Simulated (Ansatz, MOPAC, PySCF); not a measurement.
Species: chloroform, CHCl3 (charge 0, singlet). SMILES: ClC(Cl)Cl
Geometry: optimised at B3LYP-D3(BJ)/def2-TZVP (Ansatz, a program for electronic structure).

Unscaled harmonic wavenumbers (cm⁻¹) in rising order, each level at the stationary point that it reaches from this structure (no distance between atoms moves by over 0.3 Å); the order of modes can differ between levels, and a negative number is imaginary. B3LYP-D3(BJ)/def2-TZVP (PySCF, at the structure above): 256, 256, 362, 664, 732, 732, 1234, 1234, 3173.

PM3 (MOPAC): 240, 240, 347, 637, 662, 662, 1146, 1146, 2965. Zero-point energy 11.5 against 12.4 kcal/mol; where all levels lie over 400 cm⁻¹, the wavenumbers are on average 0.926 times those of B3LYP-D3(BJ)/def2-TZVP.

PM6 (MOPAC): 259, 259, 377, 711, 805, 805, 1122, 1122, 2616. Zero-point energy 11.5 against 12.4 kcal/mol; where all levels lie over 400 cm⁻¹, the wavenumbers are on average 0.985 times those of B3LYP-D3(BJ)/def2-TZVP.

HF/3-21G (Ansatz): 258, 258, 351, 636, 777, 777, 1321, 1322, 3437. Zero-point energy 13.1 against 12.4 kcal/mol; where all levels lie over 400 cm⁻¹, the wavenumbers are on average 1.050 times those of B3LYP-D3(BJ)/def2-TZVP.

HF/6-31G* (Ansatz): 287, 287, 401, 729, 873, 873, 1398, 1398, 3408. Zero-point energy 13.8 against 12.4 kcal/mol; where all levels lie over 400 cm⁻¹, the wavenumbers are on average 1.137 times those of B3LYP-D3(BJ)/def2-TZVP.
